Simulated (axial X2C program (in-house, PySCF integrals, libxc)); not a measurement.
## Bond lengths and stretching modes, held linear, of POH⁻

Calculated with an axial X2C code built on PySCF integrals: two-component X2C with atomic mean-field Coulomb and Gaunt terms, Gaussian nuclei, basis P dyall-v3z, O dyall-av3z, H dyall-v3z with contracted cores. Spin-free rows use the one-electron spin-free X2C Hamiltonian.

Masses P 30.974, O 15.995, H 1.008 u. States: 2c Ω = 3/2 (beyond evenly filled blocks: ω = 3/2); spin-free M_S = 1/2, Λ = 1 (beyond evenly filled blocks: π+α, π+β, π-α).

PBE0, spin-free: energies above the lowest point

| r(P–O) (Å) | r(O–H) (Å) | E (meV) |
| --- | --- | --- |
| 1.6750 | 0.9184 | 33.33 |
| 1.6750 | 0.9420 | 17.42 |
| 1.6750 | 0.9655 | 34.48 |
| 1.7180 | 0.9184 | 17.27 |
| 1.7180 | 0.9420 | 0.00 |
| 1.7180 | 0.9655 | 15.71 |
| 1.7180 | 0.9891 | 59.52 |
| 1.7609 | 0.9184 | 35.48 |
| 1.7609 | 0.9420 | 16.86 |
| 1.7609 | 0.9655 | 31.25 |
| 1.8039 | 0.9420 | 60.51 |
| 1.8039 | 0.9891 | 114.77 |

Task: Fit a quadratic surface with cubic terms in each bond: where is the minimum, and what are the two stretching wavenumbers?

Result: At PBE0, spin-free: bonds 1.717 and 0.942 Å; harmonic stretches 679.0 and 4140.0 cm⁻¹; force constants 3, 9.54 and coupling -0.21 mdyn/Å.

The other levels and Hamiltonians give:

```tsv
Hamiltonian	level	r(P–O) (Å)	r(O–H) (Å)	lower stretch (cm⁻¹)	upper stretch (cm⁻¹)
2c	PBE0	1.717	0.942	678.6	4139.6
2c	HF	1.709	0.926	671.3	4373.4
2c	BHandHLYP	1.715	0.934	670.8	4231.5
2c	MP2	1.741	0.946	647.5	4098.9
spin-free	HF	1.709	0.926	671.8	4374.0
spin-free	BHandHLYP	1.715	0.934	671.2	4231.7
spin-free	MP2	1.740	0.946	646.6	4097.8
```

Each state is one determinant, the lowest of a limited PBE0 search; the stretches come from a fit to these few points and carry an uncertainty of a few per cent. Other orders of the atoms were not compared. MP2 freezes inner shells (threshold -2 hartree). For an anion the highest level of a functional can be positive, and the basis then holds the extra electron. The molecule was held linear; bending was not examined, so a bent shape may lie lower. Note: functional without a current term on a determinant with orbital currents, of the molecule or an atom.
